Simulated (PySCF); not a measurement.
# CH2F3N (CF3NH2): the cost of one run

Computed with PySCF 2.14.0, with density-fitted response routines of our own, on a single molecule in the gas phase. Atoms count from 0, in the outputs and in this text.

## 1. The molecule as given

7 atoms, charge 0, multiplicity 1; geometry from: MMFF94s. The atoms were then displaced at random by about 0.03 Å, so the start is not that level's minimum.

Bonds of the start (Å): N0–C1 1.51, C1–F2 1.37, C1–F3 1.34, C1–F4 1.32, N0–H5 0.91, N0–H6 1.03.

## 2. Geometry optimisation at PBE0-D3(BJ)/def2-SVP

Job settings and geometry (Å):

```
{"job": {"xc": "PBE0", "basis": "def2-SVP", "d3": "d3bj", "grid": 1, "shake": 0.03, "kind": "geom"}, "charge": 0, "multiplicity": 1}
N      0.947820    -0.207940    -0.309550
C     -0.512390     0.115700    -0.076740
F     -1.328740    -0.686060    -0.838690
F     -0.689540     1.416540    -0.356390
F     -0.757020    -0.123320     1.198150
H      1.018400    -1.071280    -0.019380
H      1.413330     0.454360     0.334070
```

Launch:

```bash
OMP_NUM_THREADS=1 python probes_run.py task.json out
```

One launch serves the whole session: the jobs run in the order shown.

**Question.** How long does this first job take on 1 thread of Arm Neoverse V1, shared host, and how much memory does it need?

About 13 s, with a peak of 0.32 GiB.
